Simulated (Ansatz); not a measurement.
Frontier orbitals of C$_{2}$H$_{4}$ClN (`CC(=N)Cl`).

Z-matrix (Å, degrees):
```
C
C 1 1.486
H 1 1.089 2 109.2
H 1 1.092 2 110.1 3 -120.9
H 1 1.092 2 110.0 3 120.9
N 2 1.247 1 124.6 3 -0.2
Cl 2 1.776 1 112.6 3 179.8
H 6 1.017 2 113.3 1 -180.0
```

Total charge 0; spin multiplicity 1. Geometry: relaxed with PBE0-D4/def2-TZVP. It is one conformer, not always the lowest. Basis def2-TZVPP, Ansatz.

| functional | HOMO (eV) | LUMO (eV) | gap (eV) |
| --- | --- | --- | --- |
| PBE | -6.76 | -1.47 | 5.29 |
| PBE0 | -8.26 | -0.37 | 7.89 |
| HSE06 (plane-wave form) | -7.86 | -0.76 | 7.10 |
| ωB97M-V | -10.58 | 1.91 | 12.49 |
| HF | -11.65 | 3.82 | 15.47 |

A quarter of exact exchange (PBE0) shifts PBE's HOMO by −1.50 eV and its LUMO by +1.10 eV; full exchange at long range (ωB97M-V) shifts them by −3.82 and +3.39 eV. The gap opens from 5.29 to 12.49 eV, since occupied levels lose self-interaction and empty ones feel all the electrons. A positive LUMO is unbound and depends on the basis.
